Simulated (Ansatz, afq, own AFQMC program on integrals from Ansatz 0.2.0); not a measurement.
**AlH₄, doublet in cc-pVTZ, levels against CCSDT(Q)**

```xyz
5

Al   -0.0886    0.0000    0.0000
H    -0.8815    1.3734    0.0000
H    -0.8815   -1.3734    0.0000
H     1.5854    0.0000    0.0000
H     2.5494    0.0000    0.0000
```

Basis cc-pVTZ. Only valence electrons are correlated. Integrals, coupled cluster, full CI and functionals: Ansatz 0.2.0; the random walks run on the same integrals in our own AFQMC program. The CISD trial takes its coefficients from CCSD amplitudes. Released means that phaseless walkers are propagated on without the constraint, phases kept. ± is one standard error of the sampling.

Determinant: UHF, the one that the program's search chose, which needn't be the lowest solution. The geometry is a point of a scan.

No full CI on the walks' own integrals is used here; CCSDT(Q) serves as the reference and is uncertain by about the last step of the cluster series.

The T1 diagnostic is 0.0169 and the weight of the determinant in the CISD state is 0.918. The ⟨S²⟩ of the determinant is 0.773 and the size of the correlated space is 7 electrons in 85 orbitals.

```csv
level,correlation energy (eV)
MP2,-2.8907
CCSD,-3.6492
CCSD(T),-3.7149
```

(1) Estimate where AFQMC with the constraint released lies against CCSD(T) on the same integrals.

(1) 0.47 ± 0.03 kcal/mol below CCSD(T).

Reference: CCSDT(Q), correlation energy -3.735 eV. The released energy is read at 2.40 1/Eh (meV from the phaseless value at times in 1/Eh: -1.1 ± 1.8 at 0.24, -1.0 ± 1.9 at 0.51, -4.1 ± 1.7 at 0.99, -4.5 ± 1.5 at 1.62, -3.9 ± 1.4 at 2.40).

| level | E − E(reference) (kcal/mol) | share of correlation (%) |
| --- | --- | --- |
| CCSD(T) | 0.47 | 99.45 |
| CCSDT | 0.04 | 99.95 |
| ph-AFQMC/CISD | 0.09 ± 0.04 | 99.90 |
| released AFQMC | 0.00 ± 0.03 | 100.00 |

A walk keeps the symmetry of its determinant, which the program's search chose and which needn't be the lowest solution, so a lower state of the same spin and another symmetry isn't excluded. Released energies are given only where the last usable release times agree within the noise; a slower fall can still hide under it.
